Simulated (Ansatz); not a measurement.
Scan of [H···H···O], triplet

Starting geometry:

```yaml
atoms:
  - { symbol: H, position_ang: [0.0000, 0.0000, -0.9037] }
  - { symbol: H, position_ang: [0.0000, 0.0000, -0.1587] }
  - { symbol: O, position_ang: [0.0000, 0.0000, 1.0623] }
```

From there H2 is moved from one fragment to the other while all else, the fragments' distance too, stays fixed; atoms are numbered as listed. Energies are in kJ/mol, counted from the starting geometry at the same level. Kohn–Sham curves are unrestricted where that lies lower.

Basis cc-pVTZ; Ansatz 0.2.0. Only valence electrons are correlated (noble-gas cores frozen). R marks a restricted (for open shells ROHF) determinant, U an unrestricted one.

A value is left out where its run failed or describes another state than the reference as far as symmetry and spin tell, or, spin-broken singlets apart, can't be checked.

Full CI isn't at hand for all of this; UCCSDT(Q) serves as the reference, and is uncertain by about the last step of the cluster series.

| distance H1-H2 (Å) | UCCSDT(Q) | PBE | r2SCAN | PBE0 | B3LYP | wB97X-V | wB97M-V | B2PLYP | RPA-PBE |
| --- | --- | --- | --- | --- | --- | --- | --- | --- | --- |
| 0.693 | 7.3 | 14.3 | 13.0 | 11.4 | 10.5 | 9.4 | 8.8 | 9.1 | 8.9 |
| 0.745 | 0.0 | 0.0 | 0.0 | 0.0 | 0.0 | 0.0 | 0.0 | 0.0 | 0.0 |
| 0.778 | -2.3 | -5.7 | -5.2 | -4.3 | -3.6 | -3.1 | -2.8 | -3.3 | -2.9 |
| 0.811 | -4.0 | -9.6 | -9.0 | -7.3 | -5.9 | -4.9 | -4.6 | -5.6 | -4.5 |
| 0.844 | -5.4 | -12.1 | -11.8 | -9.5 | -7.2 | -6.1 | -5.7 | -7.5 | -5.4 |
| 0.877 | -6.9 | -13.5 | -13.7 | -11.0 | -7.7 | -6.8 | -6.4 | -9.0 | -5.8 |
| 0.910 | -8.2 | -13.5 | -14.6 | -11.8 | -7.5 | -7.0 | -6.6 | -10.1 | -5.6 |
| 0.943 | -8.8 | -11.8 | -14.1 | -11.5 | – | -6.2 | -5.9 | -10.2 | -4.5 |
| 0.976 | -7.8 | -7.8 | -11.4 | -9.3 | -2.7 | -3.7 | -3.5 | -8.4 | -1.7 |
